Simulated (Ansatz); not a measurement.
Corundum (α-Al2O3): PBE at its full settings (plane-wave cutoff 520 eV, 8×8×8 k mesh, Fermi–Dirac smearing 0.01 eV, scalar-relativistic PAW data made under PBE) and at cheaper ones, in a cell of 10 atoms with Γ-centred meshes.

```json
[
 {"level and setting": "PBE (Ansatz)", "lattice parameter a (Å)": "4.809", "lattice parameter c (Å)": "13.123", "bulk modulus B0 (GPa)": "230"},
 {"level and setting": "PBE (300 eV cutoff) (Ansatz)", "lattice parameter a (Å)": "4.802", "lattice parameter c (Å)": "13.062", "bulk modulus B0 (GPa)": "227"},
 {"level and setting": "PBE (Γ point alone) (Ansatz)", "lattice parameter a (Å)": "4.780", "lattice parameter c (Å)": "13.156", "bulk modulus B0 (GPa)": "239"},
 {"level and setting": "PBE (2×2×2 k mesh) (Ansatz)", "lattice parameter a (Å)": "4.809", "lattice parameter c (Å)": "13.113", "bulk modulus B0 (GPa)": "231"},
 {"level and setting": "PBE (4×4×4 k mesh) (Ansatz)", "lattice parameter a (Å)": "4.809", "lattice parameter c (Å)": "13.123", "bulk modulus B0 (GPa)": "230"},
 {"level and setting": "PBE (6×6×6 k mesh) (Ansatz)", "lattice parameter a (Å)": "4.809", "lattice parameter c (Å)": "13.123", "bulk modulus B0 (GPa)": "230"},
 {"level and setting": "PBE (Fermi-Dirac smearing of 0.3 eV) (Ansatz)", "lattice parameter a (Å)": "4.809", "lattice parameter c (Å)": "13.123", "bulk modulus B0 (GPa)": "230"}
]
```

Largest shifts from the full settings: lattice constant a -0.60 % (PBE (Γ point alone)), against a difference of +1.05 % of the full result from the reference 4.759 Å (measured, temperature not stated, not corrected to a static lattice; as tabulated in Lallet et al. (2009), arXiv:0801.3594); lattice parameter c -0.46 % (PBE (300 eV cutoff)), against a difference of +1.02 % of the full result from the reference 12.991 Å (measured, temperature not stated, not corrected to a static lattice; as tabulated in Lallet et al. (2009), arXiv:0801.3594); bulk modulus +3.9 % (PBE (Γ point alone)), against a difference of -9.4 % of the full result from the reference 254 GPa (measured, 298 K, copied from a table, unchecked, not corrected to a static lattice, with K' = 4.34, our sources range from 239 to 254; as tabulated in BurnMan's mineral tables).

The full settings aren't shown to be converged themselves.

Ansatz's density-functional and Hartree–Fock values are scalar-relativistic unless marked +SOC, with PAW data made under PBE.

Run with cheap settings on purpose, which may leave them unconverged: PBE (2×2×2 k mesh), PBE (300 eV cutoff), PBE (4×4×4 k mesh), PBE (6×6×6 k mesh), PBE (Fermi-Dirac smearing of 0.3 eV), PBE (Γ point alone).

Ansatz is a first-principles code.
